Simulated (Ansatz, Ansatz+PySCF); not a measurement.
```xyz
3

F     0.0000    0.0000   -1.2354
H     0.0000    0.0000    0.0000
F     0.0000    0.0000    1.2354
```

RHF on singlet HF2(-) was run in several spherical basis sets with Ansatz (development build ahead of 0.2.0). Caution: no diffuse functions for an anion. Caution for RHF: stretched shape with no unrestricted run beside it, a lower state can exist.

Question: Rank the basis sets by the total energy that they give, lowest first, with the distance from the lowest.
A. cc-pVDZ
B. def2-TZVP
C. 6-31G(d)
D. def2-SVP
E. cc-pVTZ

Answer: B (0.00 eV), E (0.54 eV), A (2.84 eV), C (3.66 eV), D (7.56 eV).

Totals follow the description of the cores as much as that of the bonds, so this order isn't one of quality for chemistry.
